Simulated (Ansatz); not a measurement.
CH2BN⁺, that is BH2(CN) with one electron fewer. The state is a doublet with charge 1. Geometry PBE0-D4/def2-TZVP; atoms count from 1.

```csv
atom,x (Å),y (Å),z (Å)
B1,0.368,-0.340,-0.138
H2,0.298,-1.240,-0.977
H3,1.517,-0.435,0.299
C4,-0.672,0.620,0.251
N5,-1.511,1.394,0.565
```

(1) Estimate the Mulliken populations from the PBE0/def2-TZVP orbitals of Ansatz.

(2) Where does the spin sit?

(3) And the Mayer bond orders between bonded heavy atoms (over 0.3)?

## Answers

(1) 
| atom | charge (e) | spin (α − β) |
| --- | --- | --- |
| B1 | 0.11 | 0.14 |
| H2 | 0.27 | 0.18 |
| H3 | 0.27 | 0.18 |
| C4 | 0.15 | -0.01 |
| N5 | 0.20 | 0.52 |
Mulliken values and Mayer orders depend strongly on the basis.

(2) Summed by element: B 0.14, H 0.36, C -0.01, N 0.52, of 1 unpaired in all. Largest on single atoms: N5 0.52, H3 0.18, H2 0.18.

(3) B1–C4 1.27 (1.47 Å); C4–N5 2.41 (1.18 Å).
